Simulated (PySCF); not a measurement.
# Shapes and spin states of MgO2

All numbers come from PBE0/[Mg def2-TZVP, O def2-TZVP], no relativity, density fitting, PySCF.

Relaxations began from a few typed shapes and spin states; open shells are unrestricted. The search is not exhaustive: other isomers or separated fragments can lie lower, and high-lying points may rest on an excited occupation.

(1) Which is the lowest minimum found?
A. singlet (closed shell, unstable to spin polarisation) C2v: Mg–O 1.849 Å (×2), O–O 1.458 Å; Mg–O–O 66.8° (×2), O–Mg–O 46.4°
B. singlet (closed shell, unstable to spin polarisation) Cs: Mg–O 1.960 Å, O–O 1.282 Å; Mg–O–O 128.0°
C. triplet C2v: Mg–O 1.975 Å (×2), O–O 1.332 Å; Mg–O–O 70.3° (×2), O–Mg–O 39.4°

## Answers

(1) C. The others lie at 116.6 (singlet C2v), 166.1 (singlet Cs) kJ/mol above it.

The electron or spin density has lower symmetry than the nuclear frame for the singlet (closed shell, unstable to spin polarisation) C2v at 116.6 kJ/mol.
